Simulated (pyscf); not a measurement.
5 gas-phase steps of one pattern: four-centre exchange on the doublet surface, Cl–H + O–Si or F–H + Ge–O or F–H + O–Si broken and Cl–Si + H–O or F–Ge + H–O or F–Si + H–O formed. Structures and frequencies: ωB97X-D3(BJ)/def2-SVP in PySCF. Electronic energies in eV, from the separated reactants; ΔE‡ at ωB97M-D3(BJ)/def2-TZVP, beside the barrier at PBE/def2-TZVP on the same structures. Rows were drawn at random from the steps of this pattern with a verified saddle, stable references and no exit in the data more than 5 kcal/mol lower.

```
row                                                                                                          step  ΔE‡(PBE)   ΔE‡
---  ------------------------------------------------------------------------------------------------------------  --------  ----
1                       HO–SiH•–OH (SMILES O[SiH]O) + HF (SMILES F) → H₂O (SMILES O) + HO–SiH•–F (SMILES O[SiH]F)      0.27     ?
2                HF (SMILES F) + HO–Si•(F)–F (SMILES O[Si](F)F) -> F–Si•(F)–F (SMILES F[Si](F)F) + H₂O (SMILES O)      0.27  0.43
3                     HO–SiH•–Cl (SMILES O[SiH]Cl) + HF (SMILES F) → H₂O (SMILES O) + F–SiH•–Cl (SMILES F[SiH]Cl)      0.44  0.61
4    HF (SMILES F) + HO–Ge•(F)–F (SMILES [OH][Ge]([F])[F]) → F–Ge•(F)–F (SMILES [F][Ge]([F])[F]) + H₂O (SMILES O)     -0.03  0.14
5    HCl (SMILES Cl) + HO–Si•(Cl)–Cl (SMILES O[Si](Cl)Cl) -> Cl–Si•(Cl)–Cl (SMILES Cl[Si](Cl)Cl) + H₂O (SMILES O)      0.30  0.51
```

From a straight line through the complete rows, estimate the missing barrier and say how far the line can be trusted.

Over the 4 complete rows the means are +0.24 (ΔE‡(PBE)) and 0.42 (ΔE‡); least squares gives b = 1.02 and a = 0.17 eV, with residuals of 0.02 eV (root mean square; largest 0.03, row 5). For row 1: 0.17 + 1.02 × (+0.27) = 0.45 eV. The computed barrier is 0.46 eV, 0.01 over the line. The line follows the complete rows closely. Each barrier is that of the saddle found. Elements up to Kr have no core potential and no relativistic terms here.
